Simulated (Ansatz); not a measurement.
**BH4NS: how energies converge with the basis set**

An exercise on one series of results from a longer session: the logs are not shown, and one member is left open.

Program: Ansatz 0.2.0, Gaussian basis. Level of theory: one geometry, several basis sets. These are calculated values, not measurements.

Levels to be run: PBE0-D4/def2-SVP; ωB97M-V/def2-SVP; PBE0-D4/def2-QZVPP; ωB97M-V/def2-QZVPP; the functionals' def2-TZVPP values are taken from earlier runs.

### Structure used throughout

All runs share one geometry, relaxed beforehand with PBE0-D4 in a triple-zeta def2 set.

SMILES `NBS`, 7 atoms, charge 0, spin multiplicity 1.

Atoms are counted from 1 here; the program's logs count them from 0.

Bond lengths: N1–B2 1.391 Å, N1–H4 1.006 Å, N1–H5 1.004 Å, B2–S3 1.816 Å, B2–H6 1.194 Å, S3–H7 1.339 Å. Angles: B2–N1–H4 124.2°, B2–N1–H5 121.9°, H4–N1–H5 113.8°, N1–B2–S3 120.0°, N1–B2–H6 119.9°, S3–B2–H6 120.1°, B2–S3–H7 96.3°.

As a file:

```mol
BH4NS
  3D, bonds by distance, orders not assigned

  7  6  0  0  0  0  0  0  0  0999 V2000
   -0.9192    0.3932   -0.6121 N   0  0
    0.1570    0.1443    0.2341 B   0  0
    1.0888   -1.4076    0.0860 S   0  0
   -1.2356   -0.2403   -1.3265 H   0  0
   -1.4544    1.2412   -0.5556 H   0  0
    0.4661    0.9522    1.0566 H   0  0
    1.9586   -1.1510    1.0718 H   0  0
  1  2  8  0
  2  3  8  0
  1  4  8  0
  1  5  8  0
  2  6  8  0
  3  7  8  0
M  END
```

The first run:

in.yaml reads:

```yaml
crystal:
  periodic: [false, false, false]
  atoms:
    - {symbol: N, position_ang: [-0.919190, 0.393174, -0.612085]}
    - {symbol: B, position_ang: [0.157029, 0.144347, 0.234134]}
    - {symbol: S, position_ang: [1.088751, -1.407582, 0.085996]}
    - {symbol: H, position_ang: [-1.235614, -0.240267, -1.326472]}
    - {symbol: H, position_ang: [-1.454360, 1.241167, -0.555621]}
    - {symbol: H, position_ang: [0.466095, 0.952177, 1.056581]}
    - {symbol: H, position_ang: [1.958590, -1.151016, 1.071767]}
basis:
  gaussian: {orbitals: def2-SVP}
hamiltonian: {xc: pbe0, dispersion: d4}
output: {orbitals: {seedname: orbitals}}
```

Steps of the session up to this table: PBE0-D4 in def2-SVP; ωB97M-V in def2-SVP; PBE0-D4 in def2-QZVPP; ωB97M-V in def2-QZVPP.

One of the session's tables, all rows but one given; the rest of the session is left out.

```
functional       basis  HOMO (eV)  LUMO (eV)
   PBE0-D4    def2-SVP          ?          ?
   PBE0-D4  def2-TZVPP      -7.18       0.49
   PBE0-D4  def2-QZVPP      -7.22       0.29
   ωB97M-V    def2-SVP      -9.12       2.98
   ωB97M-V  def2-TZVPP      -9.37       2.06
   ωB97M-V  def2-QZVPP      -9.41       1.64
```

**Question.** Estimate the row for PBE0-D4, def2-SVP.

The run gave: HOMO (eV): -6.97; LUMO (eV): 0.89. In the column «HOMO (eV)» it is the highest.
